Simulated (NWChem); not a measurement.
**M06-2X/def2-SVP run of CH8Si2 (SMILES [SiH3]C[SiH3])**

Aim: the energy change on altering one bond length of CH8Si2 at M06-2X/def2-SVP, from 2 runs. 

Program for the calculation: NWChem 7.3.0.

4 further runs of the same task are left out: 4 that didn't finish.

**1. The molecule**

CH8Si2 has 11 atoms, charge 0, and is taken as a singlet. SMILES: `[SiH3]C[SiH3]`. The coordinates come from a PBE0-D4/def2-TZVP relaxation.

Bond lengths: Si1–C2 1.872 Å, C2–Si3 1.872 Å, Si1–H4 1.488 Å, Si1–H5 1.487 Å, Si1–H6 1.487 Å, C2–H7 1.095 Å, C2–H8 1.095 Å, Si3–H9 1.487 Å, Si3–H10 1.487 Å, Si3–H11 1.488 Å. Some angles: Si1–C2–Si3 114.4°, Si1–C2–H7 108.8°, Si1–C2–H8 108.8°, Si3–C2–H7 108.8°, Si3–C2–H8 108.8°, C2–Si1–H4 111.1°, C2–Si1–H5 110.2°, C2–Si1–H6 110.2°, C2–Si3–H9 110.2°, C2–Si3–H10 110.2°.

**2. Energy and forces at M06-2X/def2-SVP**

ch8si2.nw reads:

```
start ch8si2
title "CH8Si2"
memory stack 880 mb heap 220 mb global 1100 mb
geometry noautosym nocenter noautoz
 Si   -1.158980    1.034720   -0.344660
 C    -0.286340   -0.621440   -0.365590
 Si    1.335180   -0.652340    0.569590
 H    -2.435800    0.976800   -1.106490
 H    -0.293510    2.078920   -0.955560
 H    -1.463790    1.436810    1.054620
 H    -0.954100   -1.377620    0.060730
 H    -0.099440   -0.908830   -1.405770
 H     1.110650   -0.304370    1.998260
 H     2.282060    0.336720   -0.011600
 H     1.964060   -1.999380    0.506460
end
basis spherical bse
 * library def2-SVP
end
dft
 xc m06-2x
 grid fine
 convergence energy 1e-08
 iterations 100
 mulliken
 print low
end
task dft gradient
```

Launch:

```bash
$ nwchem ch8si2.nw > ch8si2.out
```

Log, shortened:

```text
[...]
 d= 0,ls=0.0,diis     1   -621.5886537249 -7.73D+02  4.41D-03  1.50D-01     2.5
[...]
 d= 0,ls=0.0,diis     8   -621.6120339472 -1.27D-09  3.63D-07  9.29D-10    18.8
         Total DFT energy =     -621.612033947193
      One electron energy =    -1159.519725396734
           Coulomb energy =      436.544166872819
    Exchange-Corr. energy =      -50.166437060489
 Nuclear repulsion energy =      151.529961637210
[...]
      Total Density - Mulliken Population Analysis
     ---------------------------------------------
    Atom       Charge   Shell Charges
 -----------   ------   -------------------------------------------------------
    1 Si  14    13.59   2.00  1.98  1.00  0.23  5.93  1.29  0.97  0.19
    2 C    6     6.57   1.99  0.87  0.35  2.13  1.21  0.01
    3 Si  14    13.59   2.00  1.98  1.00  0.23  5.93  1.29  0.97  0.19
    4 H    1     1.08   0.74  0.33  0.01
    5 H    1     1.08   0.74  0.33  0.01
    6 H    1     1.08   0.74  0.33  0.01
    7 H    1     0.90   0.72  0.15  0.02
    8 H    1     0.90   0.72  0.15  0.02
    9 H    1     1.08   0.74  0.33  0.01
   10 H    1     1.08   0.74  0.33  0.01
[...]
                         DFT ENERGY GRADIENTS
    atom               coordinates                        gradient
                 x          y          z           x          y          z
   1 Si     -2.190155   1.955337  -0.651313    0.002493  -0.002727   0.000583
   2 C      -0.541104  -1.174351  -0.690865   -0.000733  -0.001577  -0.000919
   3 Si      2.523124  -1.232744   1.076369   -0.003222   0.001137  -0.001513
   4 H      -4.602995   1.845884  -2.090963    0.000029  -0.000053   0.000001
   5 H      -0.554653   3.928589  -1.805747   -0.000341  -0.000183   0.000045
   6 H      -2.766162   2.715177   1.992943   -0.000094  -0.000051  -0.000376
   7 H      -1.802988  -2.603324   0.114763    0.002648   0.002956  -0.001770
   8 H      -0.187914  -1.717440  -2.656520   -0.000791   0.001066   0.004124
   9 H       2.098824  -0.575176   3.776164    0.000153  -0.000218  -0.000283
  10 H       4.312468   0.636309  -0.021921   -0.000088  -0.000352   0.000136
  11 H       3.711535  -3.778280   0.957071   -0.000054   0.000004  -0.000028
[...]
```

It took 26 s on 1 thread of Intel Xeon 6975P-C (Granite Rapids), shared host; peak memory 0.12 GiB.

**3. The distorted shape: a single-point energy at M06-2X/def2-SVP**

job.xyz reads:

```xyz
11
CH8Si2 M06-2X
Si    -0.793215     0.552222    -2.023762
C      0.079425    -1.103938    -2.044692
Si     1.700945    -1.134838    -1.109512
H     -2.070035     0.494302    -2.785592
H      0.072255     1.596422    -2.634662
H     -1.463790     1.436810     1.054620
H     -0.588335    -1.860118    -1.618372
H      0.266325    -1.391328    -3.084872
H      1.476415    -0.786868     0.319158
H      2.647825    -0.145778    -1.690702
H      2.329825    -2.481878    -1.172642
```

run.py reads:

```python
from ase.io import read
from ase.calculators.nwchem import NWChem

molecule = read('job.xyz')

calc = NWChem(
    label='job',
    theory='dft',
    memory='2200 mb',
    basis='def2-SVP',
    basispar='spherical bse',
    dft={'xc': 'm06-2x', 'mult': '1', 'grid': 'fine', 'convergence': 'energy 1e-08', 'iterations': '100', 'mulliken': None},
    task='energy',
)
molecule.calc = calc

print(f"energy = {molecule.get_potential_energy():.6f} eV")
print("dipole (e A):", molecule.get_dipole_moment().round(4))
```

Launch:

```bash
$ export ASE_NWCHEM_COMMAND="nwchem PREFIX.nwi > PREFIX.nwo"
$ python run.py
```

Log:

```text
energy = -16910.200601 eV
dipole (e A): [ 0.1108 -0.3456 -0.5997]
```

The calculator wrote job.nwi:

```
title "job"

permanent_dir job

scratch_dir job

start job

geometry units angstrom nocenter noautosym noautoz
  Si -7.9321500000000000e-01 5.5222199999999999e-01 -2.0237620000000001e+00
  C  7.9424999999999996e-02 -1.1039380000000001e+00 -2.0446920000000000e+00
  Si 1.7009449999999999e+00 -1.1348380000000000e+00 -1.1095120000000001e+00
  H  -2.0700349999999998e+00 4.9430200000000002e-01 -2.7855919999999998e+00
  H  7.2255000000000000e-02 1.5964220000000000e+00 -2.6346620000000001e+00
  H  -1.4637899999999999e+00 1.4368099999999999e+00 1.0546199999999999e+00
  H  -5.8833500000000005e-01 -1.8601179999999999e+00 -1.6183719999999999e+00
  H  2.6632499999999998e-01 -1.3913279999999999e+00 -3.0848719999999998e+00
  H  1.4764150000000000e+00 -7.8686800000000001e-01 3.1915800000000000e-01
  H  2.6478250000000001e+00 -1.4577799999999999e-01 -1.6907019999999999e+00
  H  2.3298250000000000e+00 -2.4818780000000000e+00 -1.1726420000000000e+00
end

memory 2200 mb

basis spherical bse noprint
   * library def2-SVP
end

dft
  xc m06-2x
  mult 1
  grid fine
  convergence energy 1e-08
  iterations 100
  mulliken
end

task dft energy
```

job.nwo, shortened:

```text
[...]
          Wavefunction type:  closed shell.
          No. of atoms     :    11
          No. of electrons :    42
[...]
          Charge           :     0
          Spin multiplicity:     1
[...]
          AO basis - number of functions:    90
[...]
              XC Information
              --------------
                       M06-2X Method XC Functional
                     Hartree-Fock (Exact) Exchange  0.540
                        M06-2X Exchange Functional  1.000
                      M06-2X Correlation Potential  1.000
[...]
 d= 0,ls=0.0,diis     1   -621.3709795162 -7.69D+02  1.54D-02  2.46D-01     2.4
[...]
 d= 0,ls=0.0,diis    11   -621.4384150190 -4.85D-10  9.60D-08  2.14D-11    28.0
         Total DFT energy =     -621.438415019010
      One electron energy =    -1150.633001058296
           Coulomb energy =      431.594919009399
    Exchange-Corr. energy =      -49.967285438740
 Nuclear repulsion energy =      147.566952468626
[...]
      Total Density - Mulliken Population Analysis
     ---------------------------------------------
    Atom       Charge   Shell Charges
 -----------   ------   -------------------------------------------------------
    1 Si  14    13.63   2.00  1.98  1.05  0.33  5.93  1.16  1.03  0.15
    2 C    6     6.57   1.99  0.87  0.35  2.13  1.22  0.01
    3 Si  14    13.59   2.00  1.98  1.00  0.23  5.93  1.30  0.96  0.19
    4 H    1     1.04   0.72  0.30  0.01
    5 H    1     1.04   0.72  0.31  0.01
    6 H    1     1.17   0.48  0.70  0.00
    7 H    1     0.88   0.72  0.14  0.02
    8 H    1     0.88   0.71  0.14  0.02
    9 H    1     1.05   0.73  0.31  0.01
   10 H    1     1.07   0.73  0.33  0.01
[...]
```

Wall time 30 s (1 thread of Intel Xeon 6975P-C (Granite Rapids), shared host); peak memory 0.12 GiB.

**4. What came out**

At M06-2X/def2-SVP:

| quantity | value |
| --- | --- |
| first shape: total energy | -621.61203 Eh |
| first shape: largest force on an atom | 0.223 eV/Å |
| distorted shape: total energy | -621.43842 Eh |
| distorted shape: dipole moment | 3.37 D |
| distorted shape: HOMO energy | -6.97 eV |
| distorted shape: LUMO energy | -2.74 eV |
| distorted shape: HOMO–LUMO gap | 4.23 eV |
| energy change with the Si1–H6 bond stretched from 1.487 to 3.272 Å | 4.724 eV |

With the Si1–H6 bond stretched from 1.487 to 3.272 Å the energy rises by 4.72 eV (456 kJ/mol). The first shape isn't relaxed at this level, so the change isn't measured from a minimum. A restricted reference can't describe the breaking bond well at this length. Mulliken charges (distorted shape) run from -0.57 on C2 to +0.41 on Si3.
